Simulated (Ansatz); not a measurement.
CH₂F, SMILES `[CH2]F` radical. Charge 0, multiplicity 2.

Cartesian coordinates in Å:
```
C -0.0249 0.0222 0.1425
F 0.9114 0.4086 -0.7207
H 0.0731 -0.9941 0.5005
H -0.9595 0.5633 0.0777
```

Problem. List the harmonic frequencies (cm⁻¹, unscaled) at PBE0-D4/def2-TZVP in Ansatz. (Estimate.)

Solution. Computed: 515, 1174, 1217, 1470, 3148, 3304.

Problem. Is this a minimum?

Solution. Yes, all 6 modes are real.

Problem. Give the ideal-gas thermochemistry at 298.15 K and 1 bar (rigid rotor, harmonic oscillator; point group Cs, symmetry number 1).

Solution. Zero-point energy 64.8 kJ/mol; H(298) − E = 75.3 kJ/mol; entropy 236.1 J/(mol·K), of which translation 152.5, rotation 74.8, vibration 3.0, electronic 5.8; G(298) − E = 5.0 kJ/mol.
